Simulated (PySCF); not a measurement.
Gas-phase reaction: Si₂O₂ + H₂O = H₂SiO + SiO₂

Method: PySCF energies plus ideal-gas RRHO corrections (1 bar). † marks an energy on the PBE0/def2-TZVP geometry and frequencies; other levels use their own. CCSD(T) freezes the core. 6-31G* has spherical d functions here. All species are closed-shell singlets. Si₂O₂, H₂SiO: computed as isolated molecules; such fragments, hydroxides, amides, oligomers or adducts are transient or little studied in the gas. CCSD(T) isn't extrapolated to the basis-set limit; its ΔH°(298 K) is 270.6 kJ in def2-SVP and 279.3 kJ in def2-TZVPP. The harmonic model lacks anharmonicity and excited electronic states, which grow with temperature; levels with a mode under 35 cm⁻¹ are left out. Warning, large T1 diagnostic: H₂SiO, SiO₂ (CCSD(T)/def2-SVP†, CCSD(T)/def2-TZVPP†).

ΔH° and ΔS° at 298 K: CCSD(T)/def2-SVP† 271 kJ, 7 J/K; CCSD(T)/def2-TZVPP† 279 kJ, 7 J/K; HF/6-31G* 331 kJ, 7 J/K.

**Question.** With the heat capacities included, give log10 K (1 bar) at 800, 1000, 1200, 1800, 2500 K from CCSD(T)/def2-SVP†, CCSD(T)/def2-TZVPP†, HF/6-31G*.

**Answer.** 
```
T (K)  CCSD(T)/def2-SVP†  CCSD(T)/def2-TZVPP†  HF/6-31G*
-----  -----------------  -------------------  ---------
800                -17.3                -17.9      -21.3
1000               -13.8                -14.2      -17.0
1200               -11.4                -11.8      -14.1
1800                -7.4                 -7.6       -9.2
2500                -5.1                 -5.3       -6.5
```
